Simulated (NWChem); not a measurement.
System: hydrazine (N2H4); SMILES NN

NWChem printed, in part:

```
             Northwest Computational Chemistry Package (NWChem) 7.3.0
             --------------------------------------------------------

                             Geometry "geometry" -> ""
                             -------------------------

 Output coordinates in angstroms (scale by  1.889725989 to convert to a.u.)

  No.       Tag          Charge          X              Y              Z
 ---- ---------------- ---------- -------------- -------------- --------------
    1 N                    7.0000    -0.07310200     0.71392700     0.07317000
    2 N                    7.0000     0.07310200    -0.71392700     0.07317000
    3 H                    1.0000     0.83856900     1.10345900     0.30038200
    4 H                    1.0000    -0.32810200     1.07122700    -0.84954100
    5 H                    1.0000    -0.83856900    -1.10345900     0.30038200
    6 H                    1.0000     0.32810200    -1.07122700    -0.84954100

 Effective nuclear repulsion energy (a.u.)      41.4414634453

                              NWChem Property Module
                              ----------------------

  itol2e modified to match energy
  convergence criterion.

                                 NWChem DFT Module
                                 -----------------

 Summary of "ao basis" -> "ao basis" (spherical)
 ------------------------------------------------------------------------------
       Tag                 Description            Shells   Functions and Types
 ---------------- ------------------------------  ------  ---------------------
 N                           6-31g*                  6       14   3s2p1d
 H                           6-31g*                  2        2   2s

  itol2e modified to match energy
  convergence criterion.

            General Information
            -------------------
          SCF calculation type: DFT
          Wavefunction type:  closed shell.
          No. of atoms     :     6
          No. of electrons :    18
           Alpha electrons :     9
            Beta electrons :     9
          Charge           :     0
          Spin multiplicity:     1
          Use of symmetry is: off; symmetry adaption is: off
          Maximum number of iterations: 150
          AO basis - number of functions:    36
                     number of shells:    20
          Convergence on energy requested:  1.00D-07
          Convergence on density requested:  1.00D-05
          Convergence on gradient requested:  5.00D-04

              XC Information
              --------------
                         B3LYP Method XC Potential
                     Hartree-Fock (Exact) Exchange  0.200
                        Slater Exchange Functional  0.800 local
                    Becke 1988 Exchange Functional  0.720 non-local
              Lee-Yang-Parr Correlation Functional  0.810
                  VWN I RPA Correlation Functional  0.190 local

             Grid Information
             ----------------
          Grid used for XC integration:  fine
          Radial quadrature: Mura-Knowles
          Angular quadrature: Lebedev.
          Tag              B.-S. Rad. Rad. Pts. Rad. Cut. Ang. Pts.
          ---              ---------- --------- --------- ---------
          N                   0.65       70           7.0       590
          H                   0.35       60           8.0       590
          Grid pruning is: on
          Number of quadrature shells:   380
          Spatial weights used:  Erf1

      Superposition of Atomic Density Guess
      -------------------------------------

 Sum of atomic energies:        -110.58040665

      Non-variational initial energy
      ------------------------------

 Total energy =    -111.493572
 1-e energy   =    -231.026901
 2-e energy   =      78.091865
 HOMO         =      -0.309411
 LUMO         =       0.126022

   convergence    iter        energy       DeltaE   RMS-Dens  Diis-err
 ---------------- ----- ----------------- --------- --------- ---------
 d= 0,ls=0.0,diis     1   -111.8267168697 -1.53D+02  1.37D-02  2.46D-01
 d= 0,ls=0.0,diis     2   -111.8495960920 -2.29D-02  5.00D-03  4.11D-02
 d= 0,ls=0.0,diis     3   -111.8525530530 -2.96D-03  2.11D-03  1.42D-02
 d= 0,ls=0.0,diis     4   -111.8540806919 -1.53D-03  3.86D-04  4.30D-04
 d= 0,ls=0.0,diis     5   -111.8541276996 -4.70D-05  3.26D-05  2.18D-06
 d= 0,ls=0.0,diis     6   -111.8541279603 -2.61D-07  7.07D-06  3.40D-08
 d= 0,ls=0.0,diis     7   -111.8541279654 -5.02D-09  1.37D-06  6.15D-10

         Total DFT energy =     -111.854127965372
      One electron energy =     -233.209070851968
           Coulomb energy =       95.241063955454
    Exchange-Corr. energy =      -15.327584514119
 Nuclear repulsion energy =       41.441463445261

 Numeric. integr. density =       17.999999965433

                       DFT Final Molecular Orbital Analysis
                       ------------------------------------

 Vector    7  Occ=2.000000D+00  E=-4.419879D-01
              MO Center=  2.0D-09,  4.2D-09,  1.4D-01, r^2= 1.6D+00
   Bfn.  Coefficient  Atom+Function         Bfn.  Coefficient  Atom+Function
  ----- ------------  ---------------      ----- ------------  ---------------
     4      0.352856  1 N  py                18     -0.352856  2 N  py
    29      0.191400  3 H  s                 33      0.191400  5 H  s
     8      0.181264  1 N  py                22     -0.181264  2 N  py
     3      0.151713  1 N  px                17     -0.151713  2 N  px
    30      0.135002  3 H  s                 34      0.135002  5 H  s

 Vector    8  Occ=2.000000D+00  E=-2.446164D-01
              MO Center=  2.4D-08, -8.0D-08,  1.3D-01, r^2= 1.6D+00
   Bfn.  Coefficient  Atom+Function         Bfn.  Coefficient  Atom+Function
  ----- ------------  ---------------      ----- ------------  ---------------
     5      0.341399  1 N  pz                19     -0.341399  2 N  pz
     9      0.255022  1 N  pz                23     -0.255022  2 N  pz
     3     -0.198424  1 N  px                17     -0.198424  2 N  px
     7     -0.188467  1 N  px                21     -0.188467  2 N  px
     6      0.187300  1 N  s                 20     -0.187300  2 N  s

 Vector    9  Occ=2.000000D+00  E=-2.394230D-01
              MO Center= -2.4D-08,  8.1D-08,  1.7D-01, r^2= 1.5D+00
   Bfn.  Coefficient  Atom+Function         Bfn.  Coefficient  Atom+Function
  ----- ------------  ---------------      ----- ------------  ---------------
     3      0.337706  1 N  px                17     -0.337706  2 N  px
     7      0.263208  1 N  px                21     -0.263208  2 N  px
     5     -0.207884  1 N  pz                19     -0.207884  2 N  pz
     9     -0.192730  1 N  pz                23     -0.192730  2 N  pz
     6     -0.184049  1 N  s                 20     -0.184049  2 N  s

 Vector   10  Occ=0.000000D+00  E= 7.677305D-02
              MO Center= -1.8D-09, -1.3D-08, -6.6D-01, r^2= 3.6D+00
   Bfn.  Coefficient  Atom+Function         Bfn.  Coefficient  Atom+Function
  ----- ------------  ---------------      ----- ------------  ---------------
     6      1.004836  1 N  s                 20      1.004836  2 N  s
    32     -0.949079  4 H  s                 36     -0.949079  6 H  s
    30     -0.564402  3 H  s                 34     -0.564402  5 H  s
     9     -0.289499  1 N  pz                23     -0.289499  2 N  pz
     8      0.276669  1 N  py                22     -0.276669  2 N  py

 Vector   11  Occ=0.000000D+00  E= 1.068840D-01
              MO Center=  2.4D-09,  1.2D-08, -1.7D-01, r^2= 4.2D+00
   Bfn.  Coefficient  Atom+Function         Bfn.  Coefficient  Atom+Function
  ----- ------------  ---------------      ----- ------------  ---------------
     6      1.371730  1 N  s                 20     -1.371730  2 N  s
    30     -0.865137  3 H  s                 34      0.865137  5 H  s
    32     -0.707069  4 H  s                 36      0.707069  6 H  s
     7      0.284804  1 N  px                21      0.284804  2 N  px
     9     -0.218079  1 N  pz                23      0.218079  2 N  pz

 Vector   12  Occ=0.000000D+00  E= 1.536715D-01
              MO Center= -8.1D-09, -2.0D-08, -3.8D-02, r^2= 4.0D+00
   Bfn.  Coefficient  Atom+Function         Bfn.  Coefficient  Atom+Function
  ----- ------------  ---------------      ----- ------------  ---------------
    30      1.135954  3 H  s                 34      1.135954  5 H  s
    32     -0.732850  4 H  s                 36     -0.732850  6 H  s
     7     -0.623816  1 N  px                21      0.623816  2 N  px
     9     -0.370114  1 N  pz                23     -0.370114  2 N  pz
     6     -0.241443  1 N  s                 20     -0.241443  2 N  s

     Multipole analysis of the density
     ---------------------------------

     L   x y z        total         alpha         beta         nuclear
     -   - - -        -----         -----         ----         -------
     0   0 0 0     -0.000000     -9.000000     -9.000000     18.000000

     1   1 0 0     -0.000000     -0.000000     -0.000000      0.000000
     1   0 1 0      0.000000      0.000000      0.000000      0.000000
     1   0 0 1     -0.858444     -0.359361     -0.359361     -0.139723

     2   2 0 0     -9.381195     -7.719775     -7.719775      6.058355
     2   1 1 0      2.057195      0.283929      0.283929      1.489336
     2   1 0 1     -0.000000     -0.000000     -0.000000      0.000000
     2   0 2 0     -9.096616    -25.735402    -25.735402     42.374188
     2   0 1 1      0.000000      0.000000      0.000000      0.000000
     2   0 0 2     -9.492767     -7.779739     -7.779739      6.066711

          -----------------------------------------
          Chemical Shielding Tensors (GIAO, in ppm)
          -----------------------------------------

                                NWChem CPHF Module
                                ------------------

  scftype          =     RHF
  nclosed          =        9
  nopen            =        0
  variables        =      243
  # of vectors     =        3
  tolerance        = 0.10D-03
  level shift      = 0.00D+00
  max iterations   =       50
  max subspace     =       30

 SCF residual:    7.9443187769070256E-006

Iterative solution of linear equations
  No. of variables      243
  No. of equations        3
  Maximum subspace       30
        Iterations       50
       Convergence  1.0D-04

   iter   nsub   residual    time
   ----  ------  --------  ---------
     1      3    3.17D-01       5.3
     2      6    1.57D-02       5.9
     3      9    9.22D-04       6.5
     4     12    1.50D-05       7.1

      Atom:    1  N
        Diamagnetic
    308.0737      1.9937      7.7851
      1.9937    328.3495     -4.1096
      7.7851     -4.1096    308.7795

        Paramagnetic
   -134.5588     -7.7558      2.5037
     -7.7558    -79.1018      0.8173
      2.5037      0.8173   -133.5711

        Total Shielding Tensor
    173.5149     -5.7621     10.2888
     -5.7621    249.2477     -3.2922
     10.2888     -3.2922    175.2084

           isotropic =     199.3237
          anisotropy =      75.8766

          Principal Components and Axis System
                 1           2           3
              249.9081    184.0732    163.9897

      1        -0.0825      0.6672      0.7403
      2         0.9951      0.0963      0.0241
      3        -0.0552      0.7386     -0.6719

      Atom:    2  H
        Diamagnetic
     35.8240      7.9251      4.4828
      7.9251     30.0041      1.6606
      4.4828      1.6606     23.1640

        Paramagnetic
     -4.1612     -3.3292     -1.1993
     -3.3292      3.0374     -0.8833
     -1.1993     -0.8833      2.2258

        Total Shielding Tensor
     31.6628      4.5959      3.2835
      4.5959     33.0415      0.7773
      3.2835      0.7773     25.3899

           isotropic =      30.0314
          anisotropy =      11.3971

          Principal Components and Axis System
                 1           2           3
               37.6295     28.6496     23.8152

      1         0.6692      0.5863     -0.4566
      2         0.7084     -0.6889      0.1536
      3         0.2245      0.4263      0.8763

      Atom:    3  H
        Diamagnetic
     23.0691     -2.0196      5.1448
     -2.0196     29.2176     -7.5356
      5.1448     -7.5356     35.9507

        Paramagnetic
      1.8528      1.2782     -1.3111
      1.2782      4.6424      3.3490
     -1.3111      3.3490     -4.0855

        Total Shielding Tensor
     24.9219     -0.7414      3.8337
     -0.7414     33.8600     -4.1866
      3.8337     -4.1866     31.8652

           isotropic =      30.2157
          anisotropy =      11.4963

          Principal Components and Axis System
                 1           2           3
               37.8799     29.6596     23.1076

      1        -0.2340      0.3917      0.8898
      2         0.7217      0.6833     -0.1110
      3        -0.6515      0.6162     -0.4426
```

Level: B3LYP/6-31G* (spherical d), GIAO. Structure relaxed at the B3LYP/6-31G* (spherical d) level. The output numbers the shielded atoms by their place in the input's list. The printed shielding anisotropy is the first printed principal value minus the mean of the other two.

Question: Reconstruct the input file.

Answer: One answer among several that fit: the input that was run:
```
start job
memory heap 200 mb stack 900 mb global 1100 mb
geometry units angstroms noautosym nocenter noautoz
  N     -0.073102     0.713927     0.073170
  N      0.073102    -0.713927     0.073170
  H      0.838569     1.103459     0.300382
  H     -0.328102     1.071227    -0.849541
  H     -0.838569    -1.103459     0.300382
  H      0.328102    -1.071227    -0.849541
end
basis spherical
  * library 6-31g*
end
dft
  xc b3lyp
  iterations 150
end
property
  shielding 3 1 3 4
end
task dft property
```
